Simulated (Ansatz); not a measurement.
# AlSiH5 (singlet): the correlation ladder at distance Al1–H4 along a hydrogen transfer = 1.970 Å, cc-pVDZ

An exercise on one series of results from a longer session: the logs are not shown, and one member is left open.

Program: Ansatz 0.2.0, Gaussian basis. Level of theory: cc-pVDZ, core rule «outside noble gas», up to 10 orbitals frozen. These are calculated values, not measurements.

To be run: UHF; CCSD(T) on RHF; CCSD(T) on UHF; BCCD(T) on RHF; CISD; CCSDT(Q) on RHF; CCSDT(Q) on UHF; CASSCF and NEVPT2, 2 electrons in 2 orbitals; CASSCF and NEVPT2, 8 electrons in 8 orbitals.

7 further runs of the same task are left out: 1 for a known fault of the program, 6 that didn't finish.

## What is computed

The geometry derives from fragments relaxed apart (PBE0/def2-TZVP) and kept rigid, so it is no stationary point. A hydrogen atom is moved between rigid fragments.

7 atoms, charge 0, spin multiplicity 1.

Atoms are counted from 1 here; the program's logs count them from 0.

Bond lengths: Al1–H2 1.586 Å, Al1–H3 1.586 Å, Al1–H4 1.970 Å, Si5–H6 1.526 Å, Si5–H7 1.526 Å. Angles: H2–Al1–H3 120.0°, H2–Al1–H4 120.0°, H3–Al1–H4 120.0°, H6–Si5–H7 91.2°.

Set-up of the first run:

File in.yaml:

```yaml
crystal:
  periodic: [false, false, false]
  atoms:
    - {symbol: Al, position_ang: [-1.991106, 0.029322, 0.000000]}
    - {symbol: H, position_ang: [-2.784030, 1.402706, 0.000000]}
    - {symbol: H, position_ang: [-2.784030, -1.344062, 0.000000]}
    - {symbol: H, position_ang: [-0.021106, 0.029322, 0.000000]}
    - {symbol: Si, position_ang: [1.930894, 0.029322, 0.000000]}
    - {symbol: H, position_ang: [2.543074, -0.844962, 1.090012]}
    - {symbol: H, position_ang: [2.543074, -0.844962, -1.090012]}
basis:
  gaussian: {orbitals: cc-pVDZ}
magnetization: {spin_polarized: true, initial_magnetization: 0}
hamiltonian: {xc: hf}
output: {orbitals: {seedname: orbitals}}
```

The run is started by

```
$ ansatz run in.yaml --threads 1 --pin off --events-out ev --progress --plain --max-ram 2393MiB
```

Steps of the session up to this table: UHF; CCSD(T) on RHF; CCSD(T) on UHF; BCCD(T) on RHF; CISD; CCSDT(Q) on RHF; CCSDT(Q) on UHF; CASSCF and NEVPT2, 2 electrons in 2 orbitals; CASSCF and NEVPT2, 8 electrons in 8 orbitals.

One table of the session follows, with a row left open; its other results are not shown here.

| method | from RCCSDT(Q) (meV) |
| --- | --- |
| RHF | +6360.0 |
| UHF | +6267.7 |
| RMP2 | +1576.0 |
| UMP2 | +1739.2 |
| CISD | +804.6 |
| RCCSD | +195.5 |
| UCCSD | +224.8 |
| RCCSD(T) | +47.8 |
| UCCSD(T) | +67.4 |
| BCCD(T) | +47.1 |
| RCCSDT | +7.6 |
| UCCSDT | +10.3 |
| RCCSDT(Q) | 0 |
| UCCSDT(Q) | +0.5 |
| CASSCF pair | ? |
| NEVPT2 pair | +1615.6 |
| CASSCF frontier | +4536.3 |
| NEVPT2 frontier | +1323.6 |

**Question.** Estimate the row for CASSCF pair.

**Answer.** from RCCSDT(Q) (meV): +5930.3. In the column «from RCCSDT(Q) (meV)» it lies between CASSCF frontier (+4536.3) and UHF (+6267.7).

Among the levels timed on like hardware and quicker than the yardstick, those that no quicker one beats, quickest first: RCCSD(T) (1 s, +47.8 meV); BCCD(T) (1.1 s, +47.1 meV).

Caveats from the session: Of the multireference levels listed NEVPT2 frontier comes nearest in total energy (+1323.6 meV), which doesn't show that its space is the better one. Restricted and unrestricted rows rest on different reference determinants; where their highest levels disagree by more than a few hundredths of an eV, they describe different states and don't form one ladder.
